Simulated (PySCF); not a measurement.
Job file and geometry (Å, from GFN2-xTB) of an NMR shielding run on SMILES O=S(F)F, F₂OS, PySCF, GIAO PBE0/pcSseg-1 NMR shielding, non-relativistic, gas phase; density fitting, a coarse starting grid and PySCF grid level 2 are the driver's defaults:

```
$ OMP_NUM_THREADS=1 python probes_run.py task.json out

{"job": {"kind": "nmr", "xc": "PBE0", "basis": "pcSseg-1"}, "charge": 0, "multiplicity": 1}
O      1.392701    -0.100839    -0.169693
S      0.160046    -0.010336     0.508334
F     -0.683530     1.254838    -0.181259
F     -0.858982    -1.138891    -0.180236
```

Task: Write the output of this run.

Result: 
```
coarse grid: 4888 points
cycle   1  E = -672.3703465650  dE =  8.213e-01  |g| = 1.033e+00  |ddm| = 2.229e+00
cycle   2  E = -671.8267659736  dE =  5.436e-01  |g| = 2.009e+00  |ddm| = 1.830e+00
cycle   3  E = -672.5425413466  dE = -7.158e-01  |g| = 3.427e-01  |ddm| = 1.311e+00
cycle   4  E = -672.5624859356  dE = -1.994e-02  |g| = 8.357e-02  |ddm| = 2.401e-01
cycle   5  E = -672.5635716240  dE = -1.086e-03  |g| = 1.078e-02  |ddm| = 5.017e-02
cycle   6  E = -672.5635925192  dE = -2.090e-05  |g| = 2.262e-03  |ddm| = 6.906e-03
cycle   7  E = -672.5635936184  dE = -1.099e-06  |g| = 4.345e-04  |ddm| = 2.656e-03
final grid: 46168 points
cycle   8  E = -672.6110322793  dE = -1.223e-05  |g| = 5.743e-03  |ddm| = 1.140e-02
cycle   9  E = -672.6110143736  dE =  1.791e-05  |g| = 1.143e-02  |ddm| = 9.258e-03
cycle  10  E = -672.6110373691  dE = -2.300e-05  |g| = 1.230e-03  |ddm| = 7.036e-03
cycle  11  E = -672.6110376324  dE = -2.633e-07  |g| = 1.508e-04  |ddm| = 9.382e-04
cycle  12  E = -672.6110376352  dE = -2.862e-09  |g| = 9.272e-05  |ddm| = 1.168e-04
cycle  13  E = -672.6110376366  dE = -1.347e-09  |g| = 1.026e-05  |ddm| = 5.314e-05
cycle  14  E = -672.6110376366  dE = -1.660e-11  |g| = 6.352e-06  |ddm| = 9.190e-06
converged SCF energy = -672.6110376366

GIAO shielding tensors (ppm)
atom      isotropic    diamagn.    paramagn.     s11        s22        s33       span
  0 O      -29.643     395.919    -425.562   -219.701     14.295    116.478    336.180
  1 S      -82.741    1047.204   -1129.946   -379.887   -160.620    292.283    672.169
  2 F       50.620     476.828    -426.208   -156.323    -17.720    325.903    482.226
  3 F       50.892     476.830    -425.939   -155.843    -17.166    325.685    481.528
```

Task: Turn these shieldings into chemical shifts. Shifts are taken against calculated references (same method and geometry level): ¹⁷O (σref 336.08) vs H2O; ³³S (σref 503.73) vs CS2; ¹⁹F (σref 170.95) against CFCl3.

Result: Averaging equivalent atoms: O 0: 365.7; S 1: 586; F 2/3: 120.2 ppm. Unscaled 19F shifts against computed CFCl3 carry errors that often reach 10 to 50 ppm. Unscaled 17O shifts of doubly bonded oxygen tend to come out too high, by tens of ppm or more. Experimental scales use liquid or dissolved standards, which lie at an offset from isolated H2O (liquid H2O: subtract about 36 ppm).

Size and cost of the density-fitted run: 75 basis functions, 6.7 s wall time on 1 thread of an Intel Xeon Platinum 8259CL, shared host; peak memory 0.33 GiB.
